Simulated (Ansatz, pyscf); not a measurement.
H₂B–NH₂ (SMILES BN) + HF (SMILES F) → H₂B–F (SMILES BF) + NH₃ (SMILES N), a four-centre exchange on the singlet surface: B–N, F–H broken, B–F, H–N formed. Optimised with ωB97X-D3(BJ)/def2-SVP in PySCF. Wave-function energies: Ansatz (a first-principles code), frozen core, RHF or UHF references. In kJ/mol, from the separated reactants.

Cost: rough CPU time of the saddle's run relative to CCSD(T)/cc-pV(D+d)Z, from one job on a shared machine, with the HF step and its search for lower states.

```csv
level,barrier,reaction energy,cost
ωB97X-D3(BJ)/def2-TZVP,38.36,-2.03,–
B3LYP-D3(BJ)/def2-TZVP,41.64,-1.61,–
CCSD(T)/cc-pV(D+d)Z,33.95,+4.81,1
CCSDT(Q)/cc-pV(D+d)Z,[?],[?],200
CCSD(T)/cc-pV(T+d)Z,42.44,-2.14,13
CCSD(T)/cc-pV(Q+d)Z,[?],+1.37,–
```

**Question.** What belongs in the gaps?

**Answer.** 
- CCSDT(Q)/cc-pV(D+d)Z, barrier: 33.56
- CCSDT(Q)/cc-pV(D+d)Z, reaction energy: +5.08
- CCSD(T)/cc-pV(Q+d)Z, barrier: 47.82

In cc-pV(D+d)Z, going from CCSD(T) to CCSDT(Q) shifts the barrier by -0.39 and the reaction energy by +0.28 kJ/mol. With HF in the quadruple-zeta basis and the correlation energy extrapolated as X⁻³ from X = 3, 4, CCSD(T) gives 48.57 and +2.84; adding the double-zeta shift gives ΔE‡ = 48.18 and ΔE = +3.12 kJ/mol, without core correlation, relativity or geometry relaxation at these levels. On the reactant side the descent ends in a complex, 19.64 kJ/mol under the separated species and 58.00 kJ/mol under the saddle at ωB97X-D3(BJ)/def2-TZVP. On the product side the descent ends in an adduct with a B–N contact, 91.65 kJ/mol under the separated species and 132.05 kJ/mol under the saddle at ωB97X-D3(BJ)/def2-TZVP. What is counted as broken (B–N) persists as a longer contact in the product adduct; parting that adduct is a step of its own. This is the saddle that the search found; another between the same sides may lie lower.
